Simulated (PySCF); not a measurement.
Gas-phase reaction: B₂H₆ = 2 B + 3 H₂

Computed with PySCF and rigid-rotor harmonic-oscillator thermochemistry at 1 bar. † marks an energy on the PBE0/def2-TZVP geometry and frequencies. CCSD(T) freezes the core. Open shells (unrestricted): B (multiplicity 2, electronic degeneracy 6); the rest are closed-shell singlets. Spin-orbit splitting is ignored; it lowers the true energy and changes the entropy of B. B3LYP is the form with VWN-RPA correlation. CCSD(T) isn't extrapolated to the basis-set limit; its ΔH°(298 K) is 1081.8 kJ in def2-SVP and 1073.8 kJ in def2-TZVPP. The harmonic model lacks anharmonicity and excited electronic states, which grow with temperature; levels with a mode under 35 cm⁻¹ are left out.

```csv
level,"ΔE electronic, kJ","ΔH°(298 K), kJ","ΔS°(298 K), J/K","ΔG°(1000 K), kJ"
B3LYP/def2-TZVP†,1166,1106,466,617
CCSD(T)/def2-SVP†,1141,1082,466,592
HF/def2-TZVP†,978,919,466,429
PBE0/def2-QZVP†,1232,1172,466,683
r2SCAN/def2-TZVP†,1214,1155,466,666
ωB97X-V/def2-TZVP†,1196,1136,466,647
```
ΔH° is lowest at HF/def2-TZVP† and highest at PBE0/def2-QZVP†. No reference value is set beside these.
